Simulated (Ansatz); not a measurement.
## Scan of [Cl···H···Cl], doublet

Starting geometry:

| atom | x (Å) | y (Å) | z (Å) |
| --- | --- | --- | --- |
| Cl | 0.0000 | 0.0000 | -1.5376 |
| H | 0.0000 | 0.0000 | -0.2588 |
| Cl | 0.0000 | 0.0000 | 1.7964 |

From there H2 is moved from one fragment to the other while all else, the fragments' distance too, stays fixed, so the hump isn't the reaction's barrier; atoms are numbered as listed. Energies are in kcal/mol, counted from the starting geometry at the same level. Kohn–Sham curves are unrestricted where that lies lower.

Basis cc-pVTZ; Ansatz 0.2.0. Correlated methods freeze the noble-gas cores. Prefix R: restricted or restricted open-shell reference; prefix U: unrestricted.

Coupled cluster chose its determinant by trial CCSD, here up to 0.05 eV above the lowest Hartree–Fock solution of its kind. The reference follows the lowest state, whose symmetry changes along the scan.

Full CI isn't at hand for all of this; UCCSDT(Q) serves as the reference, and is uncertain by about the last step of the cluster series.

```tsv
distance Cl1-H2 (Å)	B2PLYP
1.279	0.0
1.380	3.1
1.581	14.9
1.783	13.6
1.984	1.6
```

Task: Estimate the UCCSDT(Q) curve in cc-pVTZ from this one, knowing how B2PLYP errs.

Result: The computed UCCSDT(Q) values, in kcal/mol from the starting point, and the error of B2PLYP against them:
```json
{"distance Cl1-H2 (Å)": "1.279", "UCCSDT(Q)": "0.0", "B2PLYP less UCCSDT(Q)": "0.0"}
{"distance Cl1-H2 (Å)": "1.380", "UCCSDT(Q)": "3.5", "B2PLYP less UCCSDT(Q)": "-0.4"}
{"distance Cl1-H2 (Å)": "1.581", "UCCSDT(Q)": "16.9", "B2PLYP less UCCSDT(Q)": "-2.0"}
{"distance Cl1-H2 (Å)": "1.783", "UCCSDT(Q)": "15.4", "B2PLYP less UCCSDT(Q)": "-1.8"}
{"distance Cl1-H2 (Å)": "1.984", "UCCSDT(Q)": "1.9", "B2PLYP less UCCSDT(Q)": "-0.3"}
```

The error spans 2.0 kcal/mol and is largest, -2.0 kcal/mol, at 1.581 Å.
